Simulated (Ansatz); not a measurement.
FLi: measurement beside calculation (Ansatz, PBE0-D4/def2-TZVP geometry).

Bond lengths: Li1–F2 1.559 Å.

Enthalpy of formation at 298 K: -80.1 kcal/mol (zero for an element's reference state; older measured values of the G2 set, as listed by Staroverov and co-workers, J. Chem. Phys. 119, 12129, 2003). With their computed zero-point and thermal terms and the atoms' enthalpies of Curtiss and co-workers (1997) it gives an electronic atomization energy of 137.6 kcal/mol.

```
             level  atomization (kcal/mol)  error  error per bond
       LDA (SPW92)                   153.8   16.2            16.2
            PBE-D4                   136.9   -0.7            -0.7
         revPBE-D4                   132.0   -5.6            -5.6
           BLYP-D4                   138.5    0.9             0.9
         r2SCAN-D4                   132.7   -4.9            -4.9
            B97M-V                   133.5   -4.1            -4.1
           PBE0-D4                   129.8   -7.9            -7.9
          B3LYP-D4                   135.0   -2.7            -2.7
        r2SCANh-D4                   130.7   -6.9            -6.9
        r2SCAN0-D4                   127.7   -9.9            -9.9
          HSE06-D4                   129.9   -7.7            -7.7
          BHLYP-D4                   126.1  -11.5           -11.5
      CAM-B3LYP-D4                   136.9   -0.8            -0.8
           ωB97X-V                   133.5   -4.1            -4.1
           ωB97M-V                   136.4   -1.2            -1.2
            B2PLYP                   134.6   -3.0            -3.0
          PBE-QIDH                   129.5   -8.1            -8.1
               PBE                   136.7   -0.9            -0.9
            revPBE                   131.5   -6.1            -6.1
              BLYP                   138.1    0.5             0.5
            r2SCAN                   132.7   -4.9            -4.9
              PBE0                   129.6   -8.0            -8.0
             B3LYP                   134.7   -2.9            -2.9
           r2SCANh                   130.6   -7.0            -7.0
           r2SCAN0                   127.6  -10.0           -10.0
             HSE06                   129.7   -7.9            -7.9
             BHLYP                   125.9  -11.7           -11.7
         CAM-B3LYP                   136.7   -0.9            -0.9
           LC-ωPBE                   134.4   -3.2            -3.2
RPA@PBE/def2-TZVPP                   115.8  -21.8           -21.8
     HF/def2-TZVPP                    88.6  -49.0           -49.0
    MP2/def2-TZVPP                   137.0   -0.6            -0.6
SCS-MP2/def2-TZVPP                   133.1   -4.5            -4.5
   CCSD/def2-TZVPP                   128.1   -9.6            -9.6
CCSD(T)/def2-TZVPP                   130.3   -7.3            -7.3
     HF/def2-QZVPP                    89.8  -47.8           -47.8
    MP2/def2-QZVPP                   142.2    4.6             4.6
SCS-MP2/def2-QZVPP                   138.4    0.8             0.8
   CCSD/def2-QZVPP                   132.8   -4.8            -4.8
CCSD(T)/def2-QZVPP                   135.7   -1.9            -1.9
      HF/CBS(def2)                    90.0  -47.6           -47.6
     MP2/CBS(def2)                   145.3    7.7             7.7
    CCSD/CBS(def2)                   136.3   -1.3            -1.3
 CCSD(T)/CBS(def2)                   138.6    1.0             1.0
```

Functionals use def2-TZVPP; B3LYP here is the variant with VWN-RPA as its local correlation; programs differ in this. The calculations leave out spin–orbit coupling, scalar relativity and, for the correlated methods, core correlation; together these are worth up to about 1 kcal/mol a heavy atom. HSE06 is defined as in plane-wave codes. CBS adds triple-zeta CCSD(T) − MP2 to the MP2 limit. T1 = 0.013.
